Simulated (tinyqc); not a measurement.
Inside a calculation. Method: CCSD on RHF in the sto-3g basis, frozen core, for H2O, spin multiplicity 1. One step of it, computed by the program tinyqc.

Question. Iteration 8 (converged): orbitals. Diagonalise F' = X^T F X, C = X C', fill 5 alpha and 5 beta electrons from the bottom; D = 2 C_occ C_occ^T. Each column has its largest component positive (the first on a tie).

converged F (hartree), order 1O 1s, 1O 2s, 1O 2px, 1O 2py, 1O 2pz, 2H 1s, 3H 1s:
```
[[-20.242050, -5.161015, 0.000000, 0.000000, -0.024460, -0.778742, -0.778742],
 [-5.161015, -2.393311, 0.000000, 0.000000, -0.055668, -0.746835, -0.746835],
 [0.000000, 0.000000, -0.377817, 0.000000, 0.000000, 0.000000, 0.000000],
 [0.000000, 0.000000, 0.000000, -0.212993, 0.000000, -0.365510, 0.365510],
 [-0.024460, -0.055668, 0.000000, 0.000000, -0.254096, -0.279745, -0.279745],
 [-0.778742, -0.746835, 0.000000, -0.365510, -0.279745, -0.377575, -0.187245],
 [-0.778742, -0.746835, 0.000000, 0.365510, -0.279745, -0.187245, -0.377575]]
```

X, order 1O 1s, 1O 2s, 1O 2px, 1O 2py, 1O 2pz, 2H 1s, 3H 1s:
```
[[-0.366178, 0.000000, 0.724550, 0.000000, -0.605950, 0.000000, 0.201069],
 [1.024703, 0.000000, -0.256984, 0.000000, -0.271991, 0.000000, 0.472459],
 [0.000000, 0.000000, 0.000000, 1.000000, 0.000000, 0.000000, 0.000000],
 [0.000000, 0.879989, 0.000000, 0.000000, 0.000000, 0.662905, 0.000000],
 [0.410313, 0.000000, 0.666952, 0.000000, 0.651599, 0.000000, 0.191555],
 [-0.640445, -0.737659, -0.199071, 0.000000, 0.164367, 0.395406, 0.381844],
 [-0.640445, 0.737659, -0.199071, 0.000000, 0.164367, -0.395406, 0.381844]]
```

Give: F' = X^T F X; orbital energies; coefficients C; D after iteration 8.

Answer.

F' = X^T F X (hartree):
```
[[-0.3757, 0.0000, 2.3890, 0.0000, -1.9286, 0.0000, 0.6623],
 [0.0000, 0.5770, 0.0000, 0.0000, 0.0000, 0.0899, 0.0000],
 [2.3890, 0.0000, -8.5800, 0.0000, 8.4976, 0.0000, -4.3291],
 [0.0000, 0.0000, 0.0000, -0.3778, 0.0000, 0.0000, 0.0000],
 [-1.9286, 0.0000, 8.4976, 0.0000, -9.0860, 0.0000, 4.6076],
 [0.0000, 0.0899, 0.0000, 0.0000, 0.0000, -0.5363, 0.0000],
 [0.6623, 0.0000, -4.3291, 0.0000, 4.6076, 0.0000, -3.3791]]
```

orbital energies (hartree): [-20.2503, -1.1869, -0.5435, -0.4042, -0.3778, 0.4206, 0.5842]

coefficients C, order 1O 1s, 1O 2s, 1O 2px, 1O 2py, 1O 2pz, 2H 1s, 3H 1s:
```
[[0.9945, -0.2412, 0.0000, 0.0857, 0.0000, 0.1103, 0.0000],
 [0.0237, 0.8986, 0.0000, -0.4392, 0.0000, -0.6421, 0.0000],
 [0.0000, 0.0000, 0.0000, 0.0000, 1.0000, 0.0000, 0.0000],
 [0.0000, 0.0000, 0.5904, 0.0000, 0.0000, 0.0000, 0.9302],
 [0.0027, 0.0699, 0.0000, 0.7748, 0.0000, -0.6850, 0.0000],
 [-0.0043, 0.1412, 0.4531, 0.3304, 0.0000, 0.7025, -0.7037],
 [-0.0043, 0.1412, -0.4531, 0.3304, 0.0000, 0.7025, 0.7037]]
```

D after iteration 8, order 1O 1s, 1O 2s, 1O 2px, 1O 2py, 1O 2pz, 2H 1s, 3H 1s:
```
[[2.1090, -0.4616, 0.0000, 0.0000, 0.1045, -0.0201, -0.0201],
 [-0.4616, 2.0020, 0.0000, 0.0000, -0.5549, -0.0367, -0.0367],
 [0.0000, 0.0000, 2.0000, 0.0000, 0.0000, 0.0000, 0.0000],
 [0.0000, 0.0000, 0.0000, 0.6972, 0.0000, 0.5351, -0.5351],
 [0.1045, -0.5549, 0.0000, 0.0000, 1.2105, 0.5318, 0.5318],
 [-0.0201, -0.0367, 0.0000, 0.5351, 0.5318, 0.6689, -0.1524],
 [-0.0201, -0.0367, 0.0000, -0.5351, 0.5318, -0.1524, 0.6689]]
```
